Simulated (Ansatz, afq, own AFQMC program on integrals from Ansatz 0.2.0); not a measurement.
# AlNH2 (triplet): quantum Monte Carlo beside coupled cluster at distance Al1–N2 = 4.752 Å, cc-pVDZ

Aim: compute AlNH2 (triplet) with auxiliary-field quantum Monte Carlo on the same integrals as coupled cluster, and set the energies side by side.

Program: Ansatz 0.2.0, Gaussian basis, and an in-house AFQMC program (afq) on its integrals; all values are calculated. Level of theory: cc-pVDZ, frozen cores. These are calculated values, not measurements.

Plan: PBE (unrestricted); r2SCAN (unrestricted); PBE0 (unrestricted); B3LYP (unrestricted); wB97M-V (unrestricted); B2PLYP (unrestricted); CCSD(T) on UHF; CCSDT(Q) on UHF; Phaseless AFQMC, CISD trial on UHF; Phaseless AFQMC, single-determinant trial on UHF.

### 1 The geometry

The geometry derives from a PBE0/def2-TZVP stationary point (not a proven minimum). One bond is set to the value named and the two fragments are kept rigid.

4 atoms, charge 0, spin multiplicity 3.

Atoms are counted from 1 here; the program's logs count them from 0.

Bond lengths: Al1–H3 1.611 Å, N2–H4 1.009 Å.

Geometry (Å):

```xyz
4

Al    0.00000   -0.61851    2.41954
N     0.00000   -0.29467   -2.32141
H     0.00000    0.81637    3.15282
H     0.00000    0.09681   -3.25095
```

### 2 PBE (unrestricted)

in.yaml

```yaml
crystal:
  periodic: [false, false, false]
  atoms:
    - {symbol: Al, position_ang: [0.000000, -0.618509, 2.419541]}
    - {symbol: N, position_ang: [0.000000, -0.294667, -2.321411]}
    - {symbol: H, position_ang: [0.000000, 0.816367, 3.152823]}
    - {symbol: H, position_ang: [0.000000, 0.096809, -3.250953]}
basis:
  gaussian: {orbitals: cc-pVDZ}
magnetization: {spin_polarized: true, initial_magnetization: 2}
hamiltonian: {xc: {name: PBE}}
output: {orbitals: {seedname: orbitals}}
```

Launch:

```console
ansatz run in.yaml --threads 1 --pin off --events-out ev --progress --plain --max-ram 1382MiB
```

Output:

```text
Functional definition: PBE
  name "PBE"
  cite "Perdew, Burke & Ernzerhof, Phys. Rev. Lett. 77, 3865 (1996) doi:10.1103/PhysRevLett.77.3865"
  parent pbe
  parameter kappa = 0.804
  parameter beta = 0.06672455060314922
  exchange = pbe_x(kappa = kappa, mu = beta*pi^2/3)
  correlation = pbe_c(beta = beta)
404 factors; integrals over basis functions are off by at most 1.3e-3 eV
mean field evaluation 1: about -8094.9269 eV, gradient 3.8e1 eV
mean field evaluation 2: about -7827.0614 eV, gradient 7.6e1 eV
mean field evaluation 4: about -8019.6014 eV, gradient 6.9e1 eV
mean field evaluation 8: about -8108.3516 eV, gradient 3.4e-1 eV
mean field evaluation 16: about -8108.3648 eV, gradient 7.5e-5 eV
mean field evaluation 32: about -8106.3893 eV, gradient 1.0e0 eV
mean field -8108.36476611 eV, -297.9769091074 hartree, gradient 8.8e-6 eV, S^2 2.004196; 7 other end points of the search recorded, 0 dependent functions left out
reference -8108.36480446 eV, -297.9769105170 hartree; 12, 10 occupied and 30, 32 virtual orbitals, 404 factors
Total energy: -8108.36480446 eV, -297.9769105170 hartree
```

It took 0.96 s on 1 thread of AMD EPYC 9R45 (Zen 5), shared host.

From the report: ⟨S²⟩ of the determinant 2.004 (pure triplet: 2.00).

### 3 r2SCAN (unrestricted)

in.yaml, as its differences from that of step 2:

```diff
@@ -10,3 +10,2 @@
 magnetization: {spin_polarized: true, initial_magnetization: 2}
-hamiltonian: {xc: {name: PBE}}
-output: {orbitals: {seedname: orbitals}}
+hamiltonian: {xc: {name: r2SCAN}}
```

Launched as before.

Output, cut to the lines that bear on the results:

```text
Functional definition: r2SCAN
  name "r2SCAN"
  cite "Furness, Kaplan, Ning, Perdew & Sun, J. Phys. Chem. Lett. 11, 8208 (2020) doi:10.1021/acs.jpclett.0c02405"
  cite "Furness, Kaplan, Ning, Perdew & Sun, J. Phys. Chem. Lett. 11, 9248 (2020) doi:10.1021/acs.jpclett.0c03077"
  parent r2scan
[...]
404 factors; integrals over basis functions are off by at most 1.3e-3 eV
[...]
mean field -8112.47838247 eV, -298.1280817205 hartree, gradient 1.9e-5 eV, S^2 2.007478; 7 other end points of the search recorded, 0 dependent functions left out
reference -8112.47839652 eV, -298.1280822366 hartree; 12, 10 occupied and 30, 32 virtual orbitals, 404 factors
Total energy: -8112.47839652 eV, -298.1280822366 hartree
```

Run time: 2.3 s. Hardware: 1 thread of AMD EPYC 9R45 (Zen 5), shared host.

From the report: ⟨S²⟩ of the determinant 2.007 (pure triplet: 2.00).

### 4 PBE0 (unrestricted)

in.yaml, as its differences from that of step 3:

```diff
@@ -10,2 +10,3 @@
 magnetization: {spin_polarized: true, initial_magnetization: 2}
-hamiltonian: {xc: {name: r2SCAN}}
+hamiltonian: {xc: {name: PBE0}}
+output: {orbitals: {seedname: orbitals}}
```

Same command.

Output, cut to the lines that bear on the results:

```text
Functional definition: PBE0
  name "PBE0"
  cite "Adamo & Barone, J. Chem. Phys. 110, 6158 (1999) doi:10.1063/1.478522"
  cite "Perdew, Burke & Ernzerhof, Phys. Rev. Lett. 77, 3865 (1996) doi:10.1103/PhysRevLett.77.3865"
  parent pbe
[...]
404 factors; integrals over basis functions are off by at most 1.3e-3 eV
[...]
mean field -8109.34213663 eV, -298.0128268116 hartree, gradient 1.9e-5 eV, S^2 2.005294; 3 other end points of the search recorded, 0 dependent functions left out
reference -8109.34216482 eV, -298.0128278477 hartree; 12, 10 occupied and 30, 32 virtual orbitals, 404 factors
Total energy: -8109.34216482 eV, -298.0128278477 hartree
```

It took 0.69 s on 1 thread of AMD EPYC 9R45 (Zen 5), shared host.

From the report: ⟨S²⟩ of the determinant 2.005 (pure triplet: 2.00).

### 5 B3LYP (unrestricted)

in.yaml, as its differences from that of step 4:

```diff
@@ -10,3 +10,2 @@
 magnetization: {spin_polarized: true, initial_magnetization: 2}
-hamiltonian: {xc: {name: PBE0}}
-output: {orbitals: {seedname: orbitals}}
+hamiltonian: {xc: {name: B3LYP}}
```

Same command.

Output, cut to the lines that bear on the results:

```text
Functional definition: B3LYP
  name "B3LYP"
  cite "Stephens, Devlin, Chabalowski & Frisch, J. Phys. Chem. 98, 11623 (1994) doi:10.1021/j100096a001"
  cite "Becke, Phys. Rev. A 38, 3098 (1988) doi:10.1103/PhysRevA.38.3098"
  cite "Lee, Yang & Parr, Phys. Rev. B 37, 785 (1988) doi:10.1103/PhysRevB.37.785"
  cite "Vosko, Wilk & Nusair, Can. J. Phys. 58, 1200 (1980) doi:10.1139/p80-159"
[...]
404 factors; integrals over basis functions are off by at most 1.3e-3 eV
[...]
mean field -8114.95043044 eV, -298.2189278077 hartree, gradient 4.2e-5 eV, S^2 2.004672; 4 other end points of the search recorded, 0 dependent functions left out
reference -8114.95067495 eV, -298.2189367933 hartree; 12, 10 occupied and 30, 32 virtual orbitals, 404 factors
Total energy: -8114.95067495 eV, -298.2189367933 hartree
```

It took 0.54 s on 1 thread of AMD EPYC 9R45 (Zen 5), shared host.

From the report: ⟨S²⟩ of the determinant 2.005 (pure triplet: 2.00).

### 6 wB97M-V (unrestricted)

in.yaml, as its differences from that of step 5:

```diff
@@ -10,2 +10,3 @@
 magnetization: {spin_polarized: true, initial_magnetization: 2}
-hamiltonian: {xc: {name: B3LYP}}
+hamiltonian: {xc: {name: wB97M-V}}
+output: {orbitals: {seedname: orbitals}}
```

The command is unchanged.

Output, cut to the lines that bear on the results:

```text
Functional definition: wB97M-V
  name "wB97M-V"
  cite "Mardirossian & Head-Gordon, J. Chem. Phys. 144, 214110 (2016) doi:10.1063/1.4952647"
  cite "Becke, J. Chem. Phys. 107, 8554 (1997) doi:10.1063/1.475007"
  cite "Vydrov & Van Voorhis, J. Chem. Phys. 133, 244103 (2010) doi:10.1063/1.3521275"
  # Of w^i u^j: cxij and so on, Table III.
[...]
  gx(w, u) = 1 - cx + cx01*u + cx10*w
  gss(w, u) = css00 + css04*u^4 + css10*w + css20*w^2 + css43*w^4*u^3
  gos(w, u) = cos00 + cos10*w + (cos20 + cos21*u)*w^2 + (cos60 + cos61*u)*w^6
[...]
      + integral(e_c_pw_mod_opposite_spin*gos(b97_w_opposite, b97_u_opposite)) + vv10(b, c)
404 factors; integrals over basis functions are off by at most 1.3e-3 eV
136 factors; integrals over basis functions are off by at most 1.8e-5 eV
[...]
mean field -8113.17976763 eV, -298.1538571498 hartree, gradient 5.0e-5 eV, S^2 2.004914; 0 other end points of the search recorded, 0 dependent functions left out
reference -8113.17981257 eV, -298.1538588012 hartree; 12, 10 occupied and 30, 32 virtual orbitals, 404 factors
Total energy: -8113.17981257 eV, -298.1538588012 hartree
```

Wall time 1.7 s (1 thread of AMD EPYC 9R45 (Zen 5), shared host).

From the report: ⟨S²⟩ of the determinant 2.005 (pure triplet: 2.00).

### 7 B2PLYP (unrestricted)

in.yaml, as its differences from that of step 6:

```diff
@@ -10,3 +10,3 @@
 magnetization: {spin_polarized: true, initial_magnetization: 2}
-hamiltonian: {xc: {name: wB97M-V}}
-output: {orbitals: {seedname: orbitals}}
+hamiltonian: {xc: {name: B2PLYP}}
+correlation: {electrons: outside_noble_gas}
```

The command is unchanged.

Output, cut to the lines that bear on the results:

```text
Functional definition: B2PLYP
  name "B2PLYP"
  cite "Grimme, J. Chem. Phys. 124, 034108 (2006) doi:10.1063/1.2148954"
  cite "Becke, Phys. Rev. A 38, 3098 (1988) doi:10.1103/PhysRevA.38.3098"
  cite "Lee, Yang & Parr, Phys. Rev. B 37, 785 (1988) doi:10.1103/PhysRevB.37.785"
[...]
404 factors; integrals over basis functions are off by at most 1.3e-3 eV
[...]
mean field -8108.22153418 eV, -297.9716454311 hartree, gradient 6.4e-6 eV, S^2 2.007074; 4 other end points of the search recorded, 0 dependent functions left out
6 core orbitals not correlated: weight in the atoms' cores, before any rotation towards them, 1.000 or more for the frozen orbitals, at most 0.000 for the correlated occupied ones
reference -8108.22168697 eV, -297.9716510461 hartree; 6, 4 occupied and 30, 32 virtual orbitals, 404 factors
second order -5.20540462 eV of doubles, -0.00000000 eV of singles
Total energy: -8109.62714622 eV, -298.0233007208 hartree
```

Run time: 0.99 s. Hardware: 1 thread of AMD EPYC 9R45 (Zen 5), shared host.

From the report: ⟨S²⟩ of the determinant 2.007 (pure triplet: 2.00).

### 8 CCSD(T) on UHF

in.yaml, as its differences from that of step 7:

```diff
@@ -10,3 +10,2 @@
 magnetization: {spin_polarized: true, initial_magnetization: 2}
-hamiltonian: {xc: {name: B2PLYP}}
-correlation: {electrons: outside_noble_gas}
+correlation: {method: ccsd_t, electrons: outside_noble_gas, hamiltonian_folder: ham}
```

Same command.

Output, cut to the lines that bear on the results:

```text
Functional definition: HF
  name "HF"
  cite "Fock, Z. Phys. 61, 126 (1930) doi:10.1007/BF01340294"
  parent pbe
[...]
404 factors; integrals over basis functions are off by at most 1.3e-3 eV
[...]
mean field -8093.22286007 eV, -297.4204543241 hartree, gradient 1.3e-7 eV, S^2 2.189527; 24 other end points of the search recorded, 0 dependent functions left out
determinant -8093.22286007 eV, -297.4204543241 hartree, with singles and doubles -8098.54316453 eV, -297.6159719067 hartree
determinant -8093.21835397 eV, -297.4202887281 hartree, with singles and doubles -8098.54388959 eV, -297.6159985522 hartree
determinant -8093.21728138 eV, -297.4202493108 hartree, with singles and doubles -8098.54403705 eV, -297.6160039714 hartree
determinant -8091.28517877 eV, -297.3492458496 hartree, with singles and doubles -8096.36854802 eV, -297.5360562241 hartree
[...]
determinant -8091.12474348 eV, -297.3433499615 hartree, with singles and doubles -8096.02948061 eV, -297.5235957267 hartree
determinant -8093.22286007 eV, -297.4204543241 hartree, with singles and doubles -8098.54691878 eV, -297.6161098728 hartree
determinant -8093.21835397 eV, -297.4202887281 hartree, with singles and doubles -8098.54721581 eV, -297.6161207887 hartree
determinant -8093.21728138 eV, -297.4202493108 hartree, with singles and doubles -8098.54725130 eV, -297.6161220927 hartree
6 core orbitals not correlated: weight in the atoms' cores, before any rotation towards them, 1.000 or more for the frozen orbitals, at most 0.000 for the correlated occupied ones
reference -8093.21728138 eV, -297.4202493108 hartree; 6, 4 occupied and 30, 32 virtual orbitals, 404 factors
second order -4.12740571 eV of doubles, -0.00000000 eV of singles
cycle   1  -5.32996559 eV  change    4.3e-6 eV  update   3.6e-6
perturbative correction -0.06767185 eV, -0.0024868946 hartree
Total energy: -8098.61491882 eV, -297.6186088283 hartree
```

It took 3.5 s on 1 thread of AMD EPYC 9R45 (Zen 5), shared host.

From the report: ⟨S²⟩ of the determinant 2.158 (pure triplet: 2.00); correlation -5.3976 eV; T1 0.053; largest double amplitude 0.10.

This run also writes the integrals to the folder ham.

### 9 CCSDT(Q) on UHF

in.yaml, as its differences from that of step 8:

```diff
@@ -10,2 +10,2 @@
 magnetization: {spin_polarized: true, initial_magnetization: 2}
-correlation: {method: ccsd_t, electrons: outside_noble_gas, hamiltonian_folder: ham}
+correlation: {method: ccsdt_q, electrons: outside_noble_gas}
```

Launched as before.

Output, cut to the lines that bear on the results:

```text
Functional definition: HF
  name "HF"
  cite "Fock, Z. Phys. 61, 126 (1930) doi:10.1007/BF01340294"
  parent pbe
[...]
725 factors; integrals over basis functions are off by at most 1.8e-7 eV
[...]
mean field -8093.22289352 eV, -297.4204555533 hartree, gradient 1.5e-7 eV, S^2 2.189533; 24 other end points of the search recorded, 0 dependent functions left out
determinant -8093.22289352 eV, -297.4204555533 hartree, with singles and doubles -8098.54320253 eV, -297.6159733032 hartree
determinant -8093.21839153 eV, -297.4202901083 hartree, with singles and doubles -8098.54392795 eV, -297.6159999620 hartree
determinant -8093.21731298 eV, -297.4202504721 hartree, with singles and doubles -8098.54407539 eV, -297.6160053801 hartree
determinant -8091.28521141 eV, -297.3492470492 hartree, with singles and doubles -8096.36856973 eV, -297.5360570218 hartree
[...]
determinant -8093.22289352 eV, -297.4204555533 hartree, with singles and doubles -8098.54695619 eV, -297.6161112479 hartree
determinant -8093.21839153 eV, -297.4202901083 hartree, with singles and doubles -8098.54725294 eV, -297.6161221529 hartree
determinant -8093.21731298 eV, -297.4202504721 hartree, with singles and doubles -8098.54728843 eV, -297.6161234571 hartree
6 core orbitals not correlated: weight in the atoms' cores, before any rotation towards them, 1.000 or more for the frozen orbitals, at most 0.000 for the correlated occupied ones
reference -8093.21731298 eV, -297.4202504721 hartree; 6, 4 occupied and 30, 32 virtual orbitals, 725 factors
second order -4.12743314 eV of doubles, -0.00000000 eV of singles
cycle   1  -4.88790170 eV  change   -7.6e-1 eV  update   7.9e-2
[...]
cycle  27  -5.41474962 eV  change    7.7e-8 eV  update   9.1e-7
perturbative correction -0.00369699 eV, -0.0001358620 hartree
Total energy: -8098.63575959 eV, -297.6193747124 hartree
```

It took 11 s on 1 thread of AMD EPYC 9R45 (Zen 5), shared host; peak memory 0.29 GiB.

From the report: ⟨S²⟩ of the determinant 2.158 (pure triplet: 2.00); correlation -5.4184 eV; T1 0.054; largest double amplitude 0.11.

### 10 Phaseless AFQMC, CISD trial on UHF

It reads the integrals that the CCSD(T) run on this determinant wrote.

Launch:

```console
afq ham --method phaseless --trial cisd --walkers 60 --populations 1 --least-time 40 --time-step 0.005 --steps-per-block 50 --equilibration-blocks 40 --max-blocks 300 --target-error 0.00076 --factor-cut 1e-05 --start spin_pure --seed 5701 --release-times 0.24,0.51,0.99,1.62,2.4 --release-step 0.03 --release-every 4 --taylor-order 6
```

Output:

```text
orbitals 36  electrons 6 4  factors 234 of 404
reference energy -297.42024931 Eh
CCSD correlation -0.19587257 Eh in 13 cycles, weight of the determinant in the CISD state 0.8308
energy of the start -297.605520 Eh
 block  time / (1/Eh)  mean weight  energy / Eh
     1     0.250  0.9978  -297.609069
     2     0.500  0.9998  -297.612942
     3     0.750  0.9987  -297.613541
     4     1.000  1.0005  -297.614310
     5     1.250  0.9993  -297.618170
     6     1.500  0.9998  -297.615546
     7     1.750  0.9993  -297.618233
     8     2.000  0.9994  -297.617961
     9     2.250  0.9997  -297.616648
    10     2.500  1.0014  -297.614530
    11     2.750  0.9979  -297.616341
    16     4.000  1.0004  -297.621383
    21     5.250  1.0001  -297.621534
    26     6.500  1.0009  -297.622320
    31     7.750  0.9993  -297.622840
    36     9.000  1.0012  -297.617376
    41    10.250  1.0001  -297.619922
    46    11.500  0.9980  -297.615065
    51    12.750  1.0022  -297.618328
    56    14.000  1.0011  -297.615892
    61    15.250  1.0020  -297.618722
    66    16.500  1.0024  -297.617085
    71    17.750  1.0005  -297.627730
    76    19.000  0.9997  -297.624876
    81    20.250  1.0004  -297.617613
    86    21.500  0.9987  -297.620388
    91    22.750  1.0028  -297.617868
    96    24.000  0.9997  -297.623679
   101    25.250  0.9970  -297.621134
   106    26.500  0.9985  -297.616349
   111    27.750  0.9976  -297.618232
   116    29.000  1.0002  -297.616714
   121    30.250  0.9994  -297.617437
   126    31.500  1.0008  -297.613534
   131    32.750  0.9966  -297.618775
   136    34.000  1.0015  -297.621008
   141    35.250  1.0009  -297.620274
   146    36.500  0.9989  -297.620637
   151    37.750  1.0001  -297.619744
   156    39.000  0.9991  -297.618877
   161    40.250  0.9992  -297.623562
   166    41.500  0.9976  -297.616028
   171    42.750  1.0004  -297.624713
   176    44.000  0.9996  -297.627422
   181    45.250  1.0010  -297.616479
   186    46.500  1.0017  -297.619524
   191    47.750  0.9999  -297.617594
   196    49.000  1.0003  -297.617908
blocks merged  error / Eh  count
     1  0.000304  160
     2  0.000382  80
     4  0.000429  40
     8  0.000482  20
    16  0.000529  10
released: time / (1/Eh)  energy / Eh  error  mean overlap
  0.24  -297.619719  0.000625  1.0017
  0.51  -297.619539  0.000413  1.0000
  0.99  -297.619182  0.000436  0.9855
  1.62  -297.619108  0.000556  0.9784
  2.40  -297.619101  0.000630  0.9640
energy -297.619168 +/- 0.000482 Eh
```

It took 99 s on 1 thread of AMD EPYC 9R45 (Zen 5), shared host.

Energy -8098.6301 ± 0.0131 eV. Caveats: constraint bias not in the error.

### 11 Phaseless AFQMC, single-determinant trial on UHF

It reads the integrals that the CCSD(T) run on this determinant wrote.

Launch:

```console
afq ham --method phaseless --trial hf --walkers 120 --populations 1 --least-time 40 --time-step 0.005 --steps-per-block 20 --equilibration-blocks 160 --max-blocks 600 --target-error 0.00228 --factor-cut 1e-05 --start spin_pure --seed 3813 --taylor-order 6
```

Output:

```text
orbitals 36  electrons 6 4  factors 234 of 404
reference energy -297.42024931 Eh
CCSD correlation -0.19587257 Eh in 13 cycles, weight of the determinant in the CISD state 0.8308
energy of the start -297.422620 Eh
 block  time / (1/Eh)  mean weight  energy / Eh
     1     0.100  1.0004  -297.462868
     2     0.200  1.0011  -297.496133
     3     0.300  1.0020  -297.518040
     4     0.400  1.0023  -297.541387
     5     0.500  1.0005  -297.543778
     6     0.600  1.0020  -297.558485
     7     0.700  1.0022  -297.555306
     8     0.800  0.9992  -297.563459
     9     0.900  1.0014  -297.566462
    10     1.000  0.9988  -297.573772
    15     1.500  0.9994  -297.603816
    29     2.900  1.0021  -297.655309
    43     4.300  0.9973  -297.616849
    57     5.700  1.0009  -297.582611
    71     7.100  1.0008  -297.630582
    85     8.500  0.9989  -297.611870
    99     9.900  0.9996  -297.630285
   113    11.300  0.9988  -297.604800
   127    12.700  0.9996  -297.613062
   141    14.100  0.9982  -297.613342
   155    15.500  0.9978  -297.625309
   169    16.900  0.9989  -297.607648
   183    18.300  1.0000  -297.631174
   197    19.700  0.9987  -297.603268
   211    21.100  0.9989  -297.630449
   225    22.500  1.0001  -297.610857
   239    23.900  1.0005  -297.608972
   253    25.300  1.0004  -297.614903
   267    26.700  1.0011  -297.628824
   281    28.100  1.0019  -297.618583
   295    29.500  1.0007  -297.639589
   309    30.900  1.0012  -297.609554
   323    32.300  0.9998  -297.608686
   337    33.700  1.0002  -297.625397
   351    35.100  1.0031  -297.622833
   365    36.500  0.9997  -297.626118
   379    37.900  0.9993  -297.610196
   393    39.300  0.9994  -297.616463
   407    40.700  0.9990  -297.627621
   421    42.100  1.0002  -297.609825
   435    43.500  1.0005  -297.621554
   449    44.900  0.9994  -297.618292
   463    46.300  0.9989  -297.638378
   477    47.700  0.9996  -297.644606
   491    49.100  0.9995  -297.637225
   505    50.500  0.9975  -297.616401
   519    51.900  0.9984  -297.616932
   533    53.300  0.9996  -297.656981
   547    54.700  1.0013  -297.600218
   561    56.100  0.9997  -297.611717
blocks merged  error / Eh  count
     1  0.000923  410
     2  0.001231  205
     4  0.001609  102
     8  0.001966  51
    16  0.002260  25
    32  0.002016  12
energy -297.623022 +/- 0.002260 Eh
```

Wall time 84 s (1 thread of AMD EPYC 9R45 (Zen 5), shared host).

Energy -8098.7350 ± 0.0615 eV. Caveats: constraint bias not in the error.

### 12 All levels side by side

On the UHF determinant, counted from CCSDT(Q) (a yardstick, not exact):

| level | energy (eV) | from CCSDT(Q) (kcal/mol) | statistical error (kcal/mol) | time |
| --- | --- | --- | --- | --- |
| HF | -8093.2173 | +124.95 |  |  |
| MP2 | -8097.3447 | +29.77 |  |  |
| CCSD | -8098.5472 | +2.04 |  |  |
| CCSD(T) | -8098.6149 | +0.48 |  |  |
| CCSDT(Q) | -8098.6358 | 0.00 |  |  |
| Phaseless AFQMC, CISD trial, step 0.005, 60 walkers | -8098.6301 | +0.13 | 0.30 | 99 s |
| Phaseless AFQMC, single-determinant trial, step 0.005, 120 walkers | -8098.7350 | -2.29 | 1.42 | 84 s |

The functionals' totals stand on their own zeros and serve differences with other points: PBE -8108.365 eV; r2SCAN -8112.478 eV; PBE0 -8109.342 eV; B3LYP -8114.951 eV; wB97M-V -8113.180 eV; B2PLYP -8109.627 eV.

### 13 Results

| quantity | value |
| --- | --- |
| CCSD(T) on UHF from CCSDT(Q) | +0.48 kcal/mol |
| Phaseless AFQMC, CISD trial on UHF from CCSDT(Q) | +0.13 ± 0.30 kcal/mol |
| Phaseless AFQMC, single-determinant trial on UHF from CCSDT(Q) | -2.29 ± 1.42 kcal/mol |

What this shows: On UHF the phaseless walk with the CISD trial lies +0.13 kcal/mol from CCSDT(Q), within three error bars. Error bars are statistical and leave out the constraint, the time step and what remains of the start.
